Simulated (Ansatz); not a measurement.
## Worked example: CF⁺, quintet against CF⁺, triplet

Geometry (PBE0/def2-TZVP stationary point of a triplet), kept for both states (CF⁺, triplet: Π; CF⁺, quintet: Π):

| atom | x (Å) | y (Å) | z (Å) |
| --- | --- | --- | --- |
| C | 0.0000 | 0.0000 | 0.0000 |
| F | 0.0000 | 0.0000 | 1.2067 |

Basis 6-31G; Ansatz 0.2.0. Only valence electrons are correlated (noble-gas cores frozen). R marks a restricted (for open shells ROHF) determinant, U an unrestricted one.

Full CI is exact within this basis and frozen core; it isn't the basis-set limit. The frozen core follows each run's orbitals, which can shift R against U totals by a few meV.

```tsv
level	E(CF⁺, triplet) (hartree)	E(CF⁺, quintet) (hartree)
UHF	-136.653781	-136.443206
UMP2	-136.816143	-136.533934
UCCSD(T)	-136.825218	-136.545497
PBE	-137.085807	-136.777159
wB97M-V	-137.183039	-136.883250
full CI	-136.826274	-136.545681
```

Problem. Give the vertical gap, CF⁺ quintet less CF⁺ triplet, at each level in eV (1 hartree = 27.2114 eV), and each error against full CI.

Solution. full CI: (-136.545681 − (-136.826274)) × 27.2114 = 7.635 eV (the reference)
wB97M-V: (-136.883250 − (-137.183039)) × 27.2114 = 8.158 eV, error 0.523 eV
PBE: (-136.777159 − (-137.085807)) × 27.2114 = 8.399 eV, error 0.764 eV
UCCSD(T): (-136.545497 − (-136.825218)) × 27.2114 = 7.612 eV, error -0.023 eV
UMP2: (-136.533934 − (-136.816143)) × 27.2114 = 7.679 eV, error 0.044 eV
UHF: (-136.443206 − (-136.653781)) × 27.2114 = 5.730 eV, error -1.905 eV

Total energies of functionals can't be set beside those of wave-function methods, since they hold the core's correlation and their own absolute errors; only the differences compare.

The set has no polarisation functions, so the order and spacing of states can differ from the basis-set limit.

In so small a basis the reference is far from its limit while semilocal and hybrid functionals are nearer theirs, so the functionals' errors here hold much of the reference's basis and frozen-core error, which can add to them or hide them.

Each level lands on the state that its own search finds. T1 diagnostics of restricted CCSD: 0.034 and 0.011.
